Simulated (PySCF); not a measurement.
# BH3: the cost of one run

Computed with PySCF 2.14.0. Level: levels as typed in each script, gas phase, geometry from GFN2-xTB.

## 1. Where the work starts

SMILES `B`, 4 atoms, charge 0, spin multiplicity 1.

Bond lengths: B1–H2 1.164 Å, B1–H3 1.164 Å, B1–H4 1.164 Å. Angles: H2–B1–H3 120.0°, H2–B1–H4 120.0°, H3–B1–H4 120.0°.

As a file:

```xyz
4
charge 0, multiplicity 1
B     0.0000    0.0000    0.0000
H    -0.3009    1.1249    0.0000
H    -0.8237   -0.8231    0.0000
H     1.1247   -0.3018    0.0000
```

## 2. Stretching a bond (def2-svp)

input.py reads:

```python
import numpy as np
from pyscf import gto, scf, mcscf

mol = gto.M(atom='''
B      0.00000     0.00000     0.00000
H     -0.30093     1.12490     0.00000
H     -0.82373    -0.82307     0.00000
H      1.12466    -0.30184     0.00000
''', basis='def2-svp', charge=0, spin=0, verbose=4)
# stretch the bond between atoms 1 and 4, from long to short, fragments rigid
a, b, move = 0, 3, [3]
xyz = mol.atom_coords(unit='Angstrom')
u = xyz[b] - xyz[a]
r0 = np.linalg.norm(u)
rows, last, dm_u = [], None, None
for r in [3.22, 2.53, 2.07, 1.78, 1.55, 1.38, 1.26, 1.15, 1.06]:
    new = xyz.copy()
    new[move] += u / r0 * (r - r0)
    m = mol.set_geom_(new, unit='Angstrom', inplace=False)
    rhf = scf.RHF(m).density_fit(auxbasis='def2-universal-jkfit').run()
    uhf = scf.UHF(m).density_fit(auxbasis='def2-universal-jkfit').newton()
    if dm_u is None:
        c = rhf.mo_coeff
        h = m.nelectron // 2 - 1
        ca, cb = c.copy(), c.copy()
        ca[:, h], cb[:, h] = (c[:, h] + c[:, h + 1]) / 2**.5, (c[:, h] - c[:, h + 1]) / 2**.5
        dm_u = np.array([x[:, :h + 1] @ x[:, :h + 1].T for x in (ca, cb)])
    uhf.kernel(dm0=dm_u)
    for _ in range(3):
        c, _, stable, _ = uhf.stability(return_status=True)
        if stable:
            break
        uhf.kernel(c, uhf.mo_occ)
    dm_u = uhf.make_rdm1()
    mc = mcscf.CASSCF(rhf, 2, 2)
    mc.natorb = True
    mc.fix_spin_(ss=0)
    guess = mcscf.addons.make_natural_orbitals(uhf)[1] if last is None else mcscf.project_init_guess(mc, last.mo_coeff, last.mol)
    mc.kernel(guess)
    last = mc
    act = slice(mc.ncore, mc.ncore + mc.ncas)
    print('r %.3f  RHF %.6f  UHF %.6f  <S^2> %.3f  CASSCF %.6f  occupations' % (r, rhf.e_tot, uhf.e_tot, uhf.spin_square()[0], mc.e_tot), mc.mo_occ[act].round(4))
    rows.append((new, rhf.e_tot, uhf.e_tot, uhf.spin_square()[0], mc.e_tot, mc.mo_occ[act], mc.mo_coeff[:, act], dm_u[0] - dm_u[1], rhf.converged and uhf.converged and mc.converged))
    np.savez('result.npz', **{k: [row[i] for row in rows] for i, k in enumerate('xyz rhf uhf s2 cas occ c spin ok'.split())})
```

Command:

```sh
OMP_NUM_THREADS=1 python input.py
```

What time and memory should one allow on 1 thread of Intel Xeon Platinum 8259CL at 2.50GHz (Skylake/Cascade Lake), shared host?

About 6.7 s, with a peak of 0.17 GiB.
